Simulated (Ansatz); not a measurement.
input.yaml (Ansatz)

```yaml
crystal:
  lattice:
    - [-2.5124914082, 2.5124914082, 2.5124914082]
    - [2.5124914082, -2.5124914082, 2.5124914082]
    - [2.5124914082, 2.5124914082, -2.5124914082]
  atoms:
    - { symbol: Ba, position: [0.0, 0.0, 0.0] }
hamiltonian:
  xc: pbe
  pseudopotentials:
    kind: paw
    azcp:
      Ba: "pseudopotentials/Ba.paw.azcp"
basis:
  ecutwfc: 420
  fft_grid_basis: typed
kpoints:
  mp_grid: { grid: [9, 9, 9], shift: [0, 0, 0] }
magnetization:
  spin_polarized: false
scf:
  occupations: { method: methfessel_paxton, width: 0.01 }
  lower_state_search: "off"
output:
  stress: true
```

Terminal output

```
Engine: ansatz 0.2.0, x86_64-unknown-linux-gnu
Pseudopotentials: kind: paw
Pseudopotential: Ba, paw, valence charge 10, recommended cutoff 420 eV (normal) 
Functional definition: PBE
  parameter kappa = 0.804
  parameter beta = 0.06672455060314922
  exchange = pbe_x(kappa = kappa, mu = beta*pi^2/3)
  correlation = pbe_c(beta = beta)
Crystal: 1 atoms, lattice volume = 63.442 Å³
Basis set: ecut = 420 eV, 1253 PW (Γ)
Bands: 9, of which v1, the nominal top of the filled ones, is band 5 counted from 1 (4 counted from 0)
Symmetry: 48 space group operations
Space group: Im-3m (ITA 229), of the structure as read, at distance tolerance 4.0e-5 Å
k-points: 35 of 729
Non-local potential: Ba, projectors of the file, l = 0: 3, l = 1: 2, l = 2: 2, l = 3: 2
PAW form: soft (Blöchl's): semilocal exchange-correlation on the pseudo side does not see the compensation charge
PAW one-centre angular grid: Ba, 194 points (default); XC on 64 Gauss nodes
Initial density: superposition of atomic densities (neutral atoms: chi_scale 0, normalization atom), corrected by the library's trained network
Initial wavefunctions: pseudopotential atomic-orbital guess
Functional: x = pbe(κ = 0.804, μ = 0.2195149727645171), c = pbe(β = 0.06672455060314922)
SCF iter   1: F=—  HF=-5949.536938 eV  |F-HF|=—  |Δ(HF+E_count)|=         —  Δρ=1.06e-3  dr2=1.11e-3  ethr=1.77e-3  ⟨swp⟩=8.4  Hψ=3295  notcnv=0
SCF iter   2: F=—  HF=-5949.537138 eV  |F-HF|=—  |Δ(HF+E_count)|=   2.01e-4  S|Δr|=    0.00e0  Δρ=7.16e-4  dr2=4.92e-4  ethr=1.11e-5  ⟨swp⟩=2.4  Hψ=862  notcnv=0  defer=1
SCF iter   3: F=—  HF=-5949.537162 eV  |F-HF|=—  |Δ(HF+E_count)|=   2.42e-5  S|Δr|=    0.00e0  Δρ=1.10e-4  dr2=1.01e-5  ethr=4.92e-6  ⟨swp⟩=3.0  Hψ=622  notcnv=0  defer=1
SCF iter   4: F=—  HF=-5949.537163 eV  |F-HF|=—  |Δ(HF+E_count)|=   2.79e-7  S|Δr|=    0.00e0  Δρ=4.60e-5  dr2=9.94e-7  ethr=1.01e-7  ⟨swp⟩=2.1  Hψ=465  notcnv=0  defer=1
SCF iter   5: F=-5949.537163 eV  HF=-5949.537163 eV  |F-HF|=2.52e-8  |Δ(HF+E_count)|=   8.95e-7  S|Δr|=    0.00e0  Δρ=7.06e-6  dr2=4.91e-8  ethr=1.00e-9  ⟨swp⟩=4.9  Hψ=1098  notcnv=0
SCF 1 converged in 5 iterations: F = -5949.537163 eV  dr2 = 4.91e-8
SCF converged after 5 iterations
Stability not checked: this state was not tested for a lower state beside it, because cold or Methfessel-Paxton smearing, or corrected tetrahedra, fill the levels in a way that the test cannot read (fill_not_monotonic; see scf.lower_state_search)
Free energy (F): -5949.537163 eV
Harris-Foulkes:  -5949.537163 eV  (|F-HF|=2.52e-8)
Internal energy: -5949.537027 eV  (E = F + TS)
E sigma→0 (E₀):  -5949.537129 eV
Entropy (-TS):   -0.000136 eV (-0.136 meV/atom)
Fermi energy:    5.831725 eV
--- Per-component energies (eV) ---
  E_band       = -85.528213
  E_kinetic    = 166.325600
  E_local      = -378.792902  (includes V_loc(G=0)·N_el)
  E_nonlocal   = 57.087141
  E_hartree    = 119.569529
  E_xc         = -166.472155
  E_vxc        = -133.523586  (∫ρ·V_xc dr)
  E_paw        = -5225.822889  (= ΣΔE_a)
  E_vpaw       = -35.765138  (= ΣTr[D̂ρ^β])
  E_aug_tail   = -0.000002  (compensation charges beyond the density's cutoff)
  E_ewald      = -521.431350
  E_smearing   = -0.000136  (= −TS)
  E_closure    = 0.000000  (closes the sum)
  Σ components = -5949.537163   (vs F -5949.537163, Δ=0.00e0)
--- Stress (GPa, compression-positive) ---
        0.003097      -0.000000       0.000000
       -0.000000       0.003097       0.000000
        0.000000      -0.000000       0.003097
  P = ⅓ Tr σ = 0.0031 GPa (0.031 kbar)
```

Launched by

```sh
ansatz run input.yaml --threads 1 --pin off --max-ram 3584MiB --backend cpu --events-out ev --progress --plain --runs-dir out
```

On 1 thread of Intel(R) Xeon(R) Platinum 8259CL CPU @ 2.50GHz (Skylake/Cascade Lake) (shared host) this took about 1.4 s of wall time and 1.4 s of CPU time.
